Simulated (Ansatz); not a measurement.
Run this with the Ansatz DFT code, driven from Python and show what comes out.

The script, `energy.py`:
```python
'''Electronic structure of the C3H5O3(-) molecule.'''

import json

import ansatz
import numpy as np

mol = (
    ansatz.Crystal.molecule()
    .atom('C', [-1.7422, 0.1539, -0.0406])
    .atom('O', [-0.443, 0.7182, -0.0241])
    .atom('C', [0.5691, -0.3118, 0.0186])
    .atom('C', [1.9895, 0.2971, 0.0368])
    .atom('O', [2.527, 0.4567, -1.0995])
    .atom('O', [2.4777, 0.5033, 1.1878])
    .atom('H', [-2.472, 0.9674, -0.0728])
    .atom('H', [-1.8795, -0.4712, -0.9283])
    .atom('H', [-1.9181, -0.435, 0.8648])
    .atom('H', [0.4265, -0.9212, 0.9188])
    .atom('H', [0.4648, -0.9574, -0.8615])
)

base = mol.calculation()
base = base.basis(gaussian='6-31G*')
base = base.correlation('MP2')
base = base.charge(-1)
base = base.forces()
print(base.to_yaml())
trace = []
res = base.session().plan().execute(on_event=trace.append)
summary = res.report
for event in trace:
    if event['event'] == 'mean_field_evaluation' and event['data']['evaluation'] <= 25:
        print('pass {evaluation:3d}  E = {energy_ev:.6f} eV  gradient {gradient_ev:.1e}'.format(**event['data']))

print(f'E = {summary["free_energy_ev"]:.6f} eV = {summary["free_energy_ev"] / 27.211386246:.7f} Ha')
print('converged:', summary['converged'], ' doubts:', summary['published_state_doubts'] or 'none')

parts = summary['correlation']
for name in ('random_phase', 'coupled_cluster', 'perturbative'):
    if name in parts:
        print(f'{name:16s} {parts[name]["energy"]["hartree"]:12.7f} Ha')
if 'second_order' in parts:
    pair = parts['second_order']
    print(f'MP2 same spin {pair["same_spin"]["hartree"]:.7f} Ha, opposite spin {pair["opposite_spin"]["hartree"]:.7f} Ha')

symbols = [site.symbol for site in mol.cartesian_sites]
forces = np.array(summary['forces_ev_ang'])
print('largest force', round(float(np.linalg.norm(forces, axis=1).max()), 4), 'eV/A, rms', round(float(np.sqrt((forces ** 2).mean())), 4))

charges = summary['charge_distribution']
print('dipole moment', round(4.803205 * float(np.linalg.norm(charges['dipole_moment_e_ang'])), 3), 'D')
print('Mulliken:', [(s, round(q, 3)) for s, q in zip(symbols, charges['mulliken_charges_e'])])
with open('c3h5o3.json', 'w') as handle:
    json.dump({k: summary[k] for k in ('free_energy_ev', 'reference_energy_ev', 'n_occupied', 'n_virtual')}, handle, indent=1)
```

```console
$ python energy.py
crystal:
  periodic: [false, false, false]
  atoms:
    - { symbol: C, position_ang: [-1.7422, 0.1539, -0.0406] }
    - { symbol: O, position_ang: [-0.443, 0.7182, -0.0241] }
    - { symbol: C, position_ang: [0.5691, -0.3118, 0.0186] }
    - { symbol: C, position_ang: [1.9895, 0.2971, 0.0368] }
    - { symbol: O, position_ang: [2.527, 0.4567, -1.0995] }
    - { symbol: O, position_ang: [2.4777, 0.5033, 1.1878] }
    - { symbol: H, position_ang: [-2.472, 0.9674, -0.0728] }
    - { symbol: H, position_ang: [-1.8795, -0.4712, -0.9283] }
    - { symbol: H, position_ang: [-1.9181, -0.435, 0.8648] }
    - { symbol: H, position_ang: [0.4265, -0.9212, 0.9188] }
    - { symbol: H, position_ang: [0.4648, -0.9574, -0.8615] }
basis:
  gaussian:
    orbitals: "6-31G*"
total_charge: -1.0
correlation:
  method: mp2
output:
  forces: true

pass   1  E = -9276.862733 eV  gradient 4.7e+01
pass   2  E = -9276.868105 eV  gradient 4.7e+01
pass   3  E = -9279.944004 eV  gradient 3.0e+01
pass   4  E = -9281.479390 eV  gradient 4.1e+00
pass   5  E = -9281.527903 eV  gradient 8.4e-01
pass   6  E = -9281.530079 eV  gradient 2.2e-01
pass   7  E = -9281.529962 eV  gradient 2.2e-01
pass   8  E = -9281.530255 eV  gradient 2.6e-04
pass   9  E = -9281.530255 eV  gradient 3.0e-04
pass  10  E = -9281.530255 eV  gradient 1.3e-06
pass  11  E = -9281.530255 eV  gradient 1.4e-06
pass  12  E = -9281.522673 eV  gradient 1.3e-01
pass  13  E = -9281.530255 eV  gradient 1.4e-06
E = -9306.684204 eV = -342.0143362 Ha
converged: True  doubts: none
MP2 same spin -0.2467740 Ha, opposite spin -0.6776165 Ha
largest force 0.7989 eV/A, rms 0.2353
dipole moment 7.975 D
Mulliken: [('C', -0.17), ('O', -0.509), ('C', -0.093), ('C', 0.485), ('O', -0.631), ('O', -0.631), ('H', 0.131), ('H', 0.114), ('H', 0.114), ('H', 0.095), ('H', 0.095)]
```

It writes `c3h5o3.json`:
```json
{
 "free_energy_ev": -9306.684204421575,
 "reference_energy_ev": -9281.53025529984,
 "n_occupied": [
  18,
  18
 ],
 "n_virtual": [
  76,
  76
 ]
}
```

What to keep in mind:
- Total energies depend on the basis set; only differences at equal settings carry meaning.
- The geometry is a force-field or estimated start, not a minimum of this method, and the basis set is short of its limit.
- An ion's dipole depends on the origin; the program takes it about the centre of nuclear charge.
- Inner cores stay frozen, so this is valence correlation.
- Early passes use coarser integrals and grids, so their energies can't be compared with the last.
- Anions want diffuse functions, which this basis lacks.
- The whole script took 4.9 s on 1 thread of Arm Neoverse V1 (shared host), peak memory 0.28 GiB.
